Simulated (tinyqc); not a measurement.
Inside a calculation. Method: extended Hueckel theory, for NH3. One step of it, computed by the program tinyqc.

Task: Orbitals. Solve H C = S C e through S^(-1/2); fill by pairs from the bottom, a degenerate level sharing its electrons equally; each orbital has its largest coefficient positive (the first on a tie).

H (eV):
```
             1N 2s      1N 2px      1N 2py      1N 2pz       2H 1s       3H 1s       4H 1s
1N 2s   -26.000000    0.000000    0.000000    0.000000  -16.466108  -16.454565  -16.454565
1N 2px    0.000000  -13.400000    0.000000    0.000000   -8.611188    4.306250    4.306250
1N 2py    0.000000    0.000000  -13.400000    0.000000    0.000000   -7.454267    7.454267
1N 2pz    0.000000    0.000000    0.000000  -13.400000    3.815083    3.811279    3.811279
2H 1s   -16.466108   -8.611188    0.000000    3.815083  -13.600000   -4.674466   -4.674466
3H 1s   -16.454565    4.306250   -7.454267    3.811279   -4.674466  -13.600000   -4.673009
4H 1s   -16.454565    4.306250    7.454267    3.811279   -4.674466   -4.673009  -13.600000
```

overlap S:
```
           1N 2s     1N 2px     1N 2py     1N 2pz      2H 1s      3H 1s      4H 1s
1N 2s   1.000000   0.000000   0.000000   0.000000   0.521967   0.521602   0.521602
1N 2px  0.000000   1.000000   0.000000   0.000000   0.425228  -0.212647  -0.212647
1N 2py  0.000000   0.000000   1.000000   0.000000   0.000000   0.368098  -0.368098
1N 2pz  0.000000   0.000000   0.000000   1.000000  -0.188392  -0.188204  -0.188204
2H 1s   0.521967   0.425228   0.000000  -0.188392   1.000000   0.229141   0.229141
3H 1s   0.521602  -0.212647   0.368098  -0.188204   0.229141   1.000000   0.229069
4H 1s   0.521602  -0.212647  -0.368098  -0.188204   0.229141   0.229069   1.000000
```

valence electrons = 8

Give: orbital energies; occupations; coefficients; sum of one-electron energies.

Result:

orbital energies (eV): -27.0325  -15.4686  -15.4679  -13.6550  -1.0978  -1.0812  20.3849

occupations: 2.0000  2.0000  2.0000  2.0000  0.0000  0.0000  0.0000

coefficients:
```
           MO1      MO2      MO3      MO4      MO5      MO6      MO7
1N 2s   0.8043   0.0000   0.0000   0.1488   0.0000   0.0007   1.3625
1N 2px  0.0000   0.6459   0.0000   0.0001   0.0000  -1.0610   0.0011
1N 2py  0.0000   0.0000   0.6460   0.0000   1.0606   0.0000   0.0000
1N 2pz  0.0330  -0.0001   0.0000   0.9584   0.0000  -0.0002  -0.5282
2H 1s   0.1176   0.4379   0.0000  -0.0656   0.0000   1.0683  -0.7791
3H 1s   0.1175  -0.2191   0.3794  -0.0656  -0.9253  -0.5351  -0.7768
4H 1s   0.1175  -0.2191  -0.3794  -0.0656   0.9253  -0.5351  -0.7768
```

sum of one-electron energies = -143.2482 eV
